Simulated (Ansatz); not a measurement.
# CH2ClF (SMILES FCCl): levels of theory compared

Aim: a comparison of 6 runs (CAM-B3LYP/STO-3G, PBE0/STO-3G, wB97X/STO-3G, RPA@PBE/STO-3G, CCSDT/STO-3G, CCSD/STO-3G) of CH2ClF. 

The results are computed with Ansatz 0.2.0.

70 further runs of the same task are left out: 2 that didn't finish, 68 set aside as unsound or not needed.

## 1. The molecule

CH2ClF has 5 atoms, charge 0, and is taken as a singlet. As SMILES, `FCCl`. The H4–C2 distance was set to 2.179 Å, away from the relaxed value. At this shape a bond of the SMILES string is far longer than usual.

Bond lengths: F1–C2 1.355 Å, C2–Cl3 1.766 Å, C2–H5 1.089 Å. Angles: F1–C2–Cl3 110.5°, F1–C2–H5 109.3°, Cl3–C2–H5 107.8°.

## 2. A single-point energy at CAM-B3LYP/STO-3G (run 1)

input.yaml reads:

```yaml
crystal:
  periodic: [false, false, false]
  atoms:
    - {symbol: F, position_ang: [-1.718986, 0.952422, 0.079021]}
    - {symbol: C, position_ang: [-0.664976, 0.481222, -0.629409]}
    - {symbol: Cl, position_ang: [-1.171506, -0.840988, -1.685539]}
    - {symbol: H, position_ang: [0.832130, -0.302600, 0.745580]}
    - {symbol: H, position_ang: [-0.270816, 1.277572, -1.259559]}
basis:
  gaussian:
    orbitals: STO-3G
hamiltonian:
  xc: {name: CAM-B3LYP}
accuracy: high
magnetization:
  spin_polarized: false
```

Started as:

```bash
$ ansatz run input.yaml --threads 1 --pin off --max-ram 3480MiB --events-out events.jsonl --progress --plain --runs-dir runs
```

The log of the run:

```text
Warning: RAYON_NUM_THREADS=1 ignored (pool sized by the plan → 1); use --threads N
Functional definition: CAM-B3LYP
  name "CAM-B3LYP"
  parameter alpha = 0.19
  parameter beta = 0.46
  parameter omega = 0.33/bohr
  parameter ac = 0.81
  exchange = (1 - alpha - beta)*b88_x + beta*b88_x_sr(omega) + alpha*exact_x + beta*exact_x_lr(omega)
  correlation = (1 - ac)*vwn5_c + ac*lyp_c
373 factors; integrals over basis functions are off by at most 3.3e-8 eV
158 factors; integrals over basis functions are off by at most 8.2e-10 eV
mean field evaluation 1: about -16107.6593 eV, gradient 3.4e1 eV
mean field evaluation 2: about -16103.6757 eV, gradient 4.2e1 eV
mean field evaluation 4: about -16112.6109 eV, gradient 7.0e-1 eV
mean field evaluation 8: about -16112.5784 eV, gradient 1.1e-2 eV
mean field evaluation 16: about -16112.5784 eV, gradient 7.4e-7 eV
mean field -16112.57839395 eV, -592.1263344796 hartree, gradient 8.5e-8 eV, S^2 0.000000; 0 other end points of the search recorded, 0 dependent functions left out
reference -16112.57840626 eV, -592.1263349323 hartree; 17, 17 occupied and 4, 4 virtual orbitals, 373 factors
Total energy: -16112.57840626 eV, -592.1263349323 hartree
```

Run time: 1.6 s. Hardware: 1 thread of Arm Neoverse V1, shared host; peak memory 0.096 GiB.

## 3. A single-point energy at PBE0/STO-3G (run 2)

run.yaml reads:

```yaml
crystal:
  periodic: [false, false, false]
  atoms:
    - {symbol: F, position_ang: [-1.718986, 0.952422, 0.079021]}
    - {symbol: C, position_ang: [-0.664976, 0.481222, -0.629409]}
    - {symbol: Cl, position_ang: [-1.171506, -0.840988, -1.685539]}
    - {symbol: H, position_ang: [0.832130, -0.302600, 0.745580]}
    - {symbol: H, position_ang: [-0.270816, 1.277572, -1.259559]}
basis:
  gaussian: {orbitals: STO-3G}
magnetization: {spin_polarized: false}
hamiltonian: {xc: pbe0}
accuracy: high
```

Started as:

```bash
$ ansatz run run.yaml --threads 1 --pin off --max-ram 3480MiB --events-out events.jsonl --progress --plain --runs-dir runs
```

The log of the run:

```text
Warning: RAYON_NUM_THREADS=1 ignored (pool sized by the plan → 1); use --threads N
Functional definition: PBE0
  name "PBE0"
  parameter a = 0.25
  parameter kappa = 0.804
  parameter beta = 0.06672455060314922
  exchange = (1 - a)*pbe_x(kappa = kappa, mu = beta*pi^2/3) + a*exact_x
  correlation = pbe_c(beta = beta)
373 factors; integrals over basis functions are off by at most 3.3e-8 eV
mean field evaluation 1: about -16103.6291 eV, gradient 3.1e1 eV
mean field evaluation 2: about -16095.2738 eV, gradient 4.5e1 eV
mean field evaluation 4: about -16107.8909 eV, gradient 1.6e0 eV
mean field evaluation 8: about -16107.8812 eV, gradient 1.3e-1 eV
mean field evaluation 16: about -16107.8812 eV, gradient 4.2e-6 eV
mean field -16107.88124370 eV, -591.9537173921 hartree, gradient 2.4e-8 eV, S^2 0.000000; 0 other end points of the search recorded, 0 dependent functions left out
reference -16107.88124492 eV, -591.9537174368 hartree; 17, 17 occupied and 4, 4 virtual orbitals, 373 factors
Total energy: -16107.88124492 eV, -591.9537174368 hartree
```

Run time: 1.2 s. Hardware: 1 thread of Arm Neoverse V1, shared host; peak memory 0.095 GiB.

## 4. A single-point energy at wB97X/STO-3G (run 3)

molecule.yaml reads:

```yaml
crystal:
  periodic: [false, false, false]
  atoms:
    - {symbol: F, position_ang: [-1.718986, 0.952422, 0.079021]}
    - {symbol: C, position_ang: [-0.664976, 0.481222, -0.629409]}
    - {symbol: Cl, position_ang: [-1.171506, -0.840988, -1.685539]}
    - {symbol: H, position_ang: [0.832130, -0.302600, 0.745580]}
    - {symbol: H, position_ang: [-0.270816, 1.277572, -1.259559]}
basis:
  gaussian: {orbitals: STO-3G}
total_charge: 0
hamiltonian: {xc: {name: wB97X}}
accuracy: high
```

Started as:

```bash
$ ansatz run molecule.yaml --threads 1 --pin off --max-ram 3480MiB --events-out events.jsonl --progress --plain --runs-dir runs
```

The log of the run, shortened:

```text
Warning: RAYON_NUM_THREADS=1 ignored (pool sized by the plan → 1); use --threads N
Functional definition: wB97X
  name "wB97X"
[...]
      + exact_x_lr(omega)
[...]
      + integral(e_c_pw_opposite_spin*poly(b97_u_opposite, 1, cos1, cos2, cos3, cos4))
373 factors; integrals over basis functions are off by at most 3.3e-8 eV
144 factors; integrals over basis functions are off by at most 7.6e-10 eV
[...]
mean field -16114.36933556 eV, -592.1921503698 hartree, gradient 3.2e-8 eV, S^2 0.000000; 0 other end points of the search recorded, 0 dependent functions left out
reference -16114.36933414 eV, -592.1921503179 hartree; 17, 17 occupied and 4, 4 virtual orbitals, 373 factors
Total energy: -16114.36933414 eV, -592.1921503179 hartree
```

Run time: 5.4 s. Hardware: 1 thread of Arm Neoverse V1, shared host; peak memory 0.24 GiB.

Runs 4 to 5 aren't shown in full; the table further down has their settings and results.

## 5. A single-point energy at CCSD/STO-3G (run 6)

molecule.yaml: that of step 4 with these lines changed.

```diff
@@ -9,5 +9,9 @@
 basis:
-  gaussian: {orbitals: STO-3G}
-total_charge: 0
-hamiltonian: {xc: {name: wB97X}}
+  gaussian:
+    orbitals: STO-3G
+correlation:
+  method: ccsd
+  frozen_orbitals: {C: 1, Cl: 5, F: 1, H: 0}
 accuracy: high
+scf:
+  omitted_lower_state_checks: [cluster_reference, increment]
```

Started as:

```bash
$ ansatz run molecule.yaml --threads 1 --pin off --max-ram 3480MiB --events-out events.jsonl --progress --plain --runs-dir runs
```

The log of the run, shortened:

```text
Warning: RAYON_NUM_THREADS=1 ignored (pool sized by the plan → 1); use --threads N
Functional definition: HF
  name "HF"
[...]
373 factors; integrals over basis functions are off by at most 3.3e-8 eV
[...]
mean field -16079.59578888 eV, -590.9142460998 hartree, gradient 2.6e-8 eV, S^2 0.000000; 0 other end points of the search recorded, 0 dependent functions left out; unrestricted orbitals would lower it
7 core orbitals not correlated: weight in the atoms' cores, before any rotation towards them, 1.000 or more for the frozen orbitals, at most 0.000 for the correlated occupied ones
reference -16079.59578888 eV, -590.9142460998 hartree; 10, 10 occupied and 4, 4 virtual orbitals, 373 factors
second order -3.78040357 eV of doubles, -0.00000000 eV of singles
cycle   1  -4.12207161 eV  change    -1.1e0 eV  update   1.3e-1
[...]
cycle  22  -5.43116234 eV  change  -8.8e-10 eV  update  9.2e-10
WARN: these amplitudes may be one of several solutions (largest doubles amplitude 0.45, level shift 4.71 eV)
Total energy: -16085.02695122 eV, -591.1138376346 hartree
Checks for a lower state left out: cluster_reference, increment
```

Run time: 0.2 s. Hardware: 1 thread of Arm Neoverse V1, shared host.

## 6. All runs side by side

```csv
run,level,frozen core orbitals,energy (Eh),wall time
1,CAM-B3LYP/STO-3G,–,-592.126335,1.6 s
2,PBE0/STO-3G,–,-591.953717,1.2 s
3,wB97X/STO-3G,–,-592.192150,5.4 s
4,RPA@PBE/STO-3G,7,-591.161729,2.8 s
5,CCSDT/STO-3G,7,-591.122118,0.4 s
6,CCSD/STO-3G,7,-591.113838,0.2 s
```

## 7. What came out

| quantity | value |
| --- | --- |
| run 6: total energy | -591.11384 Eh |
| run 6: correlation energy (7 core orbitals frozen) | -199.6 mEh |
| run 6: T1 diagnostic | 0.011 |

What this shows: Totals of different functionals can't be ranked against each other. In runs 4, 5, 6 the log says that unrestricted orbitals would lower the reference, so the values rest on an unstable closed-shell determinant (other closed-shell runs at this shape may share the fault). In runs 1, 2, 3, 4, 5, 6 the basis is minimal, so the values are rough. In runs 1, 2, 3, 4, 6 a closed-shell determinant meets a far-stretched bond, which it describes badly. All runs together took 12 s, the longest 5.4 s.
